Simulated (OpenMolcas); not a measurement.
# AlH2Cl (SMILES [H][Al]([H])[Cl]): a chain of runs

We compute a single-point energy (UHF/STO-3G), then the energy (CASSCF(2,2)/STO-3G), then a single-point energy (CASPT2(2,2)/STO-3G), then a single-point energy (SC-NEVPT2(2,2)/STO-3G), then the energy (MRCI(2,2)/STO-3G) of AlH2Cl. 

The calculation is run with OpenMolcas 26.06.

3 further runs of the same task are left out: 1 that didn't finish, 2 set aside as unsound or not needed.

## Step 1: Starting point

The species is AlH2Cl (4 atoms), meant as a singlet with charge 0. SMILES: `[H][Al]([H])[Cl]`. The Al1–H2 distance was set to 2.691 Å, away from the relaxed value. At this shape a bond of the SMILES string is far longer than usual.

Bond lengths: Al1–Cl4 2.014 Å, Al1–H3 1.538 Å. Angles: H3–Al1–Cl4 121.9°.

## Step 2: A single-point energy at UHF/STO-3G (run 1)

The input, step1.input:

```
* AlClH2 Hartree-Fock
>>> EXPORT MOLCAS_PRINT=2

&GATEWAY
  BasLib = $CurrDir
  Coord
  4
  angstrom
  Al      -1.103141       0.063003      -0.013832
  H        1.587020       0.109500       0.013310
  H       -1.804011       1.431513      -0.031132
  Cl      -2.138631      -1.663807      -0.003232
  Basis = STO-3G
  Group = NoSym

&SEWARD

&SCF
  UHF
  Scramble = 0.25
  PrOrbitals = 1 1
```

The basis set STO-3G is read from a file made from the Basis Set Exchange's data (not shown).

The run is started by

```bash
$ export MOLCAS_MEM=1860
$ pymolcas step1.input > step1.log
```

What it wrote, cut to the lines that bear on the results:

```text
--- Start Module: gateway ---
[...]
--- Stop Module: gateway /rc=_RC_ALL_IS_WELL_ ---
--- Start Module: seward ---
[...]
      Basis functions           20
--- Stop Module: seward /rc=_RC_ALL_IS_WELL_ ---
--- Start Module: scf ---
[...]
       Convergence after  18 Iterations
[...]
::    Total SCF energy                               -694.6737597083
[...]
      Total spin, S                                     0.5611474250
[...]
      Total electronic charge=   32.000000
      Total            charge=   -0.000000
[...]
      Dipole Moment (debye):
      Origin of the operator (angstrom)=   -1.6379   -0.8587   -0.0079
                   X=  2.0709E+00               Y=  2.2540E+00               Z= -1.3010E-02           Total=  3.0609E+00
      Quadrupole Moment (debye*angstrom):
[...]
--- Stop Module: scf /rc=_RC_ALL_IS_WELL_ ---
[...]
```

Wall time 1.9 s (1 thread of Intel Xeon Platinum 8488C (Sapphire Rapids), shared host); peak memory 0.37 GiB.

## Step 3: A single-point energy at CASSCF(2,2)/STO-3G (run 2)

The input, step2.input:

```
&GATEWAY
BASLIB=$CurrDir
COORD
4
angstrom
Al      -1.103141       0.063003      -0.013832
H        1.587020       0.109500       0.013310
H       -1.804011       1.431513      -0.031132
Cl      -2.138631      -1.663807      -0.003232
BASIS=STO-3G
GROUP=NoSym
&SEWARD
&RASSCF
FILEORB=$CurrDir/step1.UnaOrb
SPIN=1
NACTEL=2 0 0
INACTIVE=15
RAS2=2
ORBLISTING=Nothing
```

The basis set STO-3G is read from a file made from the Basis Set Exchange's data (not shown).

The run is started by

```bash
$ export MOLCAS_MEM=1860
$ pymolcas step2.input > step2.log
```

What it wrote, cut to the lines that bear on the results:

```text
--- Start Module: gateway ---
[...]
--- Stop Module: gateway /rc=_RC_ALL_IS_WELL_ ---
--- Start Module: seward ---
[...]
      Basis functions           20
--- Stop Module: seward /rc=_RC_ALL_IS_WELL_ ---
--- Start Module: rasscf ---
[...]
      Number of active orbitals                  2
[...]
      Spin quantum number                      0.0
[...]
      Active orbitals                            2
[...]
      Number of CSFs                             3
[...]
      Number of root(s) required                 1
[...]
      Convergence after  7 iterations
[...]
      printout of CI-coefficients larger than  0.05 for root  1
      energy=    -694.690540
      conf/sym  11     Coeff  Weight
             1  20  -0.89271 0.79693
             3  02   0.45063 0.20307
      Natural orbitals and occupation numbers for root  1
      sym 1:   1.593870   0.406130
      ************************************************************************************************************************
      *                                                    Final results                                                     *
[...]
::    RASSCF root number  1 Total energy:   -694.69054043
[...]
      Total electronic charge=   32.000000
      Total            charge=   -0.000000
[...]
      Dipole Moment (debye):
      Origin of the operator (angstrom)=   -1.6379   -0.8587   -0.0079
                   X=  1.7771E+00               Y=  2.1939E+00               Z= -1.6633E-02           Total=  2.8234E+00
      Quadrupole Moment (debye*angstrom):
[...]
--- Stop Module: rasscf /rc=_RC_ALL_IS_WELL_ ---
[...]
```

It took 1.8 s on 1 thread of Intel Xeon Platinum 8488C (Sapphire Rapids), shared host; peak memory 0.37 GiB.

## Step 4: A single-point energy at CASPT2(2,2)/STO-3G (run 3)

The input, step3.inp:

```
&GATEWAY
BASLIB
$CurrDir
COORD
4
angstrom
Al      -1.103141       0.063003      -0.013832
H        1.587020       0.109500       0.013310
H       -1.804011       1.431513      -0.031132
Cl      -2.138631      -1.663807      -0.003232
BASIS
STO-3G
GROUP
NoSym
&SEWARD
&RASSCF
FILEORB
$CurrDir/step2.RasOrb
SPIN
1
NACTEL
2 0 0
INACTIVE
15
RAS2
2
ORBLISTING
Nothing
&CASPT2
IMAGINARY
0.1
FROZEN
10
```

The basis set STO-3G is read from a file made from the Basis Set Exchange's data (not shown).

The run is started by

```bash
$ export MOLCAS_MEM=1860
$ pymolcas step3.inp > step3.log
```

What it wrote, cut to the lines that bear on the results:

```text
--- Start Module: gateway ---
[...]
--- Stop Module: gateway /rc=_RC_ALL_IS_WELL_ ---
[...]
      Basis functions           20
[...]
--- Start Module: rasscf ---
[...]
      Number of active orbitals                  2
[...]
      Spin quantum number                      0.0
[...]
      Active orbitals                            2
[...]
      Number of CSFs                             3
[...]
      Number of root(s) required                 1
[...]
      Convergence after  4 iterations
[...]
      printout of CI-coefficients larger than  0.05 for root  1
      energy=    -694.690540
      conf/sym  11     Coeff  Weight
             1  20  -0.89271 0.79693
             3  02   0.45063 0.20307
      Natural orbitals and occupation numbers for root  1
      sym 1:   1.593869   0.406131
      ************************************************************************************************************************
      *                                                    Final results                                                     *
[...]
::    RASSCF root number  1 Total energy:   -694.69054043
[...]
      Total electronic charge=   32.000000
      Total            charge=   -0.000000
[...]
      Dipole Moment (debye):
      Origin of the operator (angstrom)=   -1.6379   -0.8587   -0.0079
                   X=  1.7771E+00               Y=  2.1939E+00               Z= -1.6656E-02           Total=  2.8234E+00
      Quadrupole Moment (debye*angstrom):
[...]
--- Stop Module: rasscf /rc=_RC_ALL_IS_WELL_ ---
--- Start Module: caspt2 ---
[...]
 ###    WARNING: User changed nr of frozen orbitals.                         ###
 ###############################################################################
[...]
      E2 (Variational):          -0.0225242240
      Total energy:            -694.7130646504
[...]
      Reference weight:           0.98704
[...]
::    CASPT2 Root  1     Total energy:   -694.71306465
[...]
--- Stop Module: caspt2 /rc=_RC_ALL_IS_WELL_ ---
[...]
```

Wall time 1.9 s (1 thread of Intel Xeon Platinum 8488C (Sapphire Rapids), shared host); peak memory 0.37 GiB.

## Step 5: The energy at SC-NEVPT2(2,2)/STO-3G (run 4)

The input, step4.inp:

```
&GATEWAY
  BasLib = $CurrDir
  Coord
  4
  angstrom
  Al      -1.103141       0.063003      -0.013832
  H        1.587020       0.109500       0.013310
  H       -1.804011       1.431513      -0.031132
  Cl      -2.138631      -1.663807      -0.003232
  Basis = STO-3G
  Group = NoSym

&SEWARD

&RASSCF
  FileOrb = $CurrDir/step2.RasOrb
  Spin = 1
  Nactel = 2 0 0
  Inactive = 15
  Ras2 = 2
  OrbListing = Nothing

&CASPT2
  SC-NEVPT2
  Frozen = 10
```

The basis set STO-3G is read from a file made from the Basis Set Exchange's data (not shown).

The run is started by

```bash
$ export MOLCAS_MEM=1860
$ pymolcas step4.inp > step4.log
```

What it wrote, cut to the lines that bear on the results:

```text
--- Start Module: gateway ---
[...]
--- Stop Module: gateway /rc=_RC_ALL_IS_WELL_ ---
[...]
      Basis functions           20
[...]
--- Start Module: rasscf ---
[...]
      Number of active orbitals                  2
[...]
      Spin quantum number                      0.0
[...]
      Active orbitals                            2
[...]
      Number of CSFs                             3
[...]
      Number of root(s) required                 1
[...]
      Convergence after  4 iterations
[...]
      printout of CI-coefficients larger than  0.05 for root  1
      energy=    -694.690540
      conf/sym  11     Coeff  Weight
             1  20  -0.89271 0.79693
             3  02   0.45063 0.20307
      Natural orbitals and occupation numbers for root  1
      sym 1:   1.593869   0.406131
      ************************************************************************************************************************
      *                                                    Final results                                                     *
[...]
::    RASSCF root number  1 Total energy:   -694.69054043
[...]
      Total electronic charge=   32.000000
      Total            charge=   -0.000000
[...]
      Dipole Moment (debye):
      Origin of the operator (angstrom)=   -1.6379   -0.8587   -0.0079
                   X=  1.7771E+00               Y=  2.1939E+00               Z= -1.6656E-02           Total=  2.8234E+00
      Quadrupole Moment (debye*angstrom):
[...]
--- Stop Module: rasscf /rc=_RC_ALL_IS_WELL_ ---
--- Start Module: caspt2 ---
[...]
 ###    WARNING: User changed nr of frozen orbitals.                         ###
 ###############################################################################
[...]
      E2 (Variational):          -0.0218318567
[...]
      E2 (Variational):          -0.0218122090
      Total energy:            -694.7123526355
[...]
      Reference weight:           0.98781
[...]
::    SC-NEVPT2 Root  1     Total energy:   -694.71235264
[...]
--- Stop Module: caspt2 /rc=_RC_ALL_IS_WELL_ ---
[...]
```

Run time: 1.9 s. Hardware: 1 thread of Intel Xeon Platinum 8488C (Sapphire Rapids), shared host; peak memory 0.37 GiB.

## Step 6: The energy at MRCI(2,2)/STO-3G (run 5)

The input, step5.inp:

```
* AlClH2 MRCI
&GATEWAY
BasLib = $CurrDir
Coord
4
angstrom
Al      -1.103141       0.063003      -0.013832
H        1.587020       0.109500       0.013310
H       -1.804011       1.431513      -0.031132
Cl      -2.138631      -1.663807      -0.003232
Basis = STO-3G
Group = NoSym
&SEWARD
&RASSCF
FileOrb = $CurrDir/step2.RasOrb
Spin = 1
Nactel = 2 0 0
Inactive = 15
Ras2 = 2
OrbListing = Nothing
&MOTRA
LumOrb
Frozen = 10
&GUGA
Electrons = 12
Spin = 1
Inactive = 5
Active = 2
CIAll = 1
&MRCI
SDCI
```

The basis set STO-3G is read from a file made from the Basis Set Exchange's data (not shown).

The run is started by

```bash
$ export MOLCAS_MEM=1860
$ pymolcas step5.inp > step5.log
```

What it wrote, cut to the lines that bear on the results:

```text
--- Start Module: gateway ---
[...]
--- Stop Module: gateway /rc=_RC_ALL_IS_WELL_ ---
[...]
      Basis functions           20
[...]
      Number of active orbitals                  2
[...]
      Spin quantum number                      0.0
[...]
      Active orbitals                            2
[...]
      Number of CSFs                             3
[...]
      Number of root(s) required                 1
[...]
      Convergence after  4 iterations
[...]
      printout of CI-coefficients larger than  0.05 for root  1
      energy=    -694.690540
      conf/sym  11     Coeff  Weight
             1  20  -0.89271 0.79693
             3  02   0.45063 0.20307
      Natural orbitals and occupation numbers for root  1
      sym 1:   1.593869   0.406131
      ************************************************************************************************************************
      *                                                    Final results                                                     *
[...]
::    RASSCF root number  1 Total energy:   -694.69054043
[...]
      Dipole Moment (debye):
      Origin of the operator (angstrom)=   -1.6379   -0.8587   -0.0079
                   X=  1.7771E+00               Y=  2.1939E+00               Z= -1.6656E-02           Total=  2.8234E+00
      Quadrupole Moment (debye*angstrom):
[...]
      *** WARNING: Default frozen orbitals is overwritten by user input.
      *** Default values:   7
[...]
--- Start Module: guga ---
[...]
--- Stop Module: guga /rc=_RC_ALL_IS_WELL_ ---
--- Start Module: mrci ---
[...]
       (But an ACPF correction will be computed)
       USE THE DEFAULT ACPF G-VALUE GFAC=  0.16666666666666666
[...]
                      CI ENERGY:  -694.72204272
[...]
                ACPF CORRECTION:    -0.00076243
[...]
      Total electronic charge=   32.000000
      Total            charge=   -0.000000
[...]
     ACPF CORRECTION:     -0.00076243
[...]
  CI State   1     Total energy:   -694.72204272     QDav:     -0.00091937     QACPF:     -0.00076243
[...]
--- Stop Module: mrci /rc=_RC_ALL_IS_WELL_ ---
[...]
```

It took 1.9 s on 1 thread of Intel Xeon Platinum 8488C (Sapphire Rapids), shared host; peak memory 0.37 GiB.

## Step 7: Outcome

```
                                                    quantity          value
                             run 1, UHF/STO-3G: total energy  -694.67376 Eh
                            run 1, UHF/STO-3G: dipole moment         3.06 D
                              run 1, UHF/STO-3G: HOMO energy       -5.59 eV
                              run 1, UHF/STO-3G: LUMO energy        6.77 eV
                            run 1, UHF/STO-3G: HOMO–LUMO gap       12.37 eV
                                     run 1, UHF/STO-3G: ⟨S²⟩          0.876
                     run 2, CASSCF(2,2)/STO-3G: total energy  -694.69054 Eh
   run 2, CASSCF(2,2)/STO-3G: dipole moment (CASSCF density)         2.82 D
                     run 3, CASPT2(2,2)/STO-3G: total energy  -694.71306 Eh
   run 3, CASPT2(2,2)/STO-3G: dipole moment (CASSCF density)         2.82 D
                  run 4, SC-NEVPT2(2,2)/STO-3G: total energy  -694.71235 Eh
run 4, SC-NEVPT2(2,2)/STO-3G: dipole moment (CASSCF density)         2.82 D
                       run 5, MRCI(2,2)/STO-3G: total energy  -694.72204 Eh
     run 5, MRCI(2,2)/STO-3G: dipole moment (CASSCF density)         2.82 D
```

⟨S²⟩ (run 1, UHF/STO-3G) is 0.88 where a pure singlet has 0.00: the reference is spin-contaminated. Mulliken charges (run 2, CASSCF(2,2)/STO-3G) run from -0.51 on Cl4 to +0.84 on Al1; they depend strongly on the basis. Mulliken charges (run 3, CASPT2(2,2)/STO-3G) of the CASSCF density run from -0.51 on Cl4 to +0.84 on Al1. Mulliken charges (run 5, MRCI(2,2)/STO-3G) of the CASSCF density run from -0.51 on Cl4 to +0.84 on Al1; they depend strongly on the basis.
